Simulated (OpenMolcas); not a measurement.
## S2F2 (Difluorodisulfane): the vertical ionisation energy from total energies

The species is S2F2 (4 atoms), meant as a singlet with charge 0. SMILES: `FSSF`. Geometry: relaxed at GFN2-xTB.

Both states at this one shape; open shells run unrestricted unless said. 1 Eh = 27.2114 eV.

```tsv
level	program	singlet S2F2 (Eh)	doublet [S2F2]+ (Eh)	HOMO of the first (eV)
HF/STO-3G, open shells restricted	OpenMolcas	-982.339225	-982.073999	-7.89
HF/STO-3G	OpenMolcas	-982.339225	-982.081290	-7.89
PBE/STO-3G	OpenMolcas	-983.711977	-983.483411	-1.76
B3LYP/STO-3G	OpenMolcas	-984.242840	-983.988794	-3.45
```

Problem. Work out the vertical ionisation energy at each level.

Solution. 
1. HF/STO-3G, open shells restricted: -982.073999 − (-982.339225) = 0.265226 Eh = 7.22 eV; −ε(HOMO) = 7.89 eV.
2. HF/STO-3G: -982.081290 − (-982.339225) = 0.257935 Eh = 7.02 eV; −ε(HOMO) = 7.89 eV.
3. PBE/STO-3G: -983.483411 − (-983.711977) = 0.228566 Eh = 6.22 eV; −ε(HOMO) = 1.76 eV.
4. B3LYP/STO-3G: -983.988794 − (-984.242840) = 0.254046 Eh = 6.91 eV; −ε(HOMO) = 3.45 eV.

No measured value is set beside it here; the levels span 6.22 to 7.22 eV. In Hartree–Fock, −ε(HOMO) (Koopmans) exceeds the difference of totals by the orbital relaxation of the ion. In semi-local functionals −ε(HOMO) lies far under the ionisation energy, a result of self-interaction, while the difference of totals does much better. Minimal sets are far from the basis-set limit. The second state is spin-contaminated at HF/STO-3G (⟨S²⟩ = 0.95).
